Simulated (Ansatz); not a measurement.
A calculation with Ansatz (development build ahead of 0.2.0).

```yaml
crystal:
  periodic: [false, false, false]
  atoms:
    - { symbol: S, position_ang: [0.0, 0.0, 0.0] }
    - { symbol: O, position_ang: [0.0, 0.0, 2.988] }
    - { symbol: C, position_ang: [0.0, 0.0, -3.204] }
basis:
  gaussian: { orbitals: pcseg-2 }
magnetization:
  initial_magnetization: 2
hamiltonian:
  xc: { name: wB97X }
```

The input is written out in the form of the current development build from the run's settings.

The run gave:

| Property | Result |
| --- | --- |
| Converged | yes |
| Total energy | -510.94323 hartree |
| Spin squared of the determinant | 2.000 |
| Stability test | minimum among restricted orbitals |

Caution: stretched shape with no unrestricted run beside it, a lower state can exist; other spin multiplicities may lie lower.
